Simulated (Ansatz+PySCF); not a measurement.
**Stretching singlet CO**

The C–O distance is varied.

Basis set: STO-3G (spherical functions). Correlated methods keep 2 orbitals frozen. Charge 0, multiplicity 1.

Computed with Ansatz (development build ahead of 0.2.0), each point on the determinant that the search for low states chose. Each curve is measured from its own lowest point listed. The UHF-CCSD(T) curve may step between solutions.

```
r(C–O) (Å)  RHF-CCSD (eV)  UHF-CCSD(T) (eV)  PBE0 (restricted) (eV)
     1.015          2.256             2.465                   2.234
     1.128          0.016             0.144                   0.017
     1.241          0.000             0.000                   0.000
     1.297          0.444             0.442                   0.437
     1.410          1.802             1.652                   1.771
     1.523          3.458             3.019                   3.399
     1.636          5.153             4.369                   5.107
     1.749          6.613             5.564                   6.781
     1.861          7.596             6.674                   8.358
     1.974         13.272             7.625                   9.799
     2.087         13.330             8.315                  11.086
     2.200         13.412             8.761                  12.214
     2.313         13.490             9.021                  13.188
     2.425         13.555             9.161                  14.015
     2.538         13.609             9.239                  14.695
     2.595         13.631             9.264                  14.973
     2.707         13.669             9.300                  15.392
     2.820         13.696             9.324                  15.660
```

Question: Give the PBE0 (unrestricted) curve at the same distances.

Answer:

```csv
r (Å),E (eV)
1.015,2.234
1.128,0.017
1.241,0.000
1.297,0.437
1.410,1.771
1.523,3.392
1.636,4.893
1.749,6.177
1.861,7.238
1.974,8.101
2.087,8.777
2.200,9.250
2.313,9.570
2.425,9.787
2.538,9.938
2.595,9.997
2.707,10.092
2.820,10.162
```

Caution for RHF-CCSD at some points, UHF-CCSD(T) at some points: large share of triples, a single reference is doubtful; the program doubts this total; large amplitudes, a single reference is doubtful; bonds are stretched, where a single reference can fail. Caution for RHF-CCSD at some points, PBE0 (restricted) at some points: an unrestricted determinant lies well below. Caution for UHF-CCSD(T) at some points: another reference gives a lower total; a plain start can end on a higher determinant. Caution for UHF-CCSD(T) at some points, PBE0 (unrestricted) at some points: the unrestricted determinant is a mixture of spin states. Caution for PBE0 (restricted) at some points, PBE0 (unrestricted) at some points: charge can spread falsely over distant fragments.
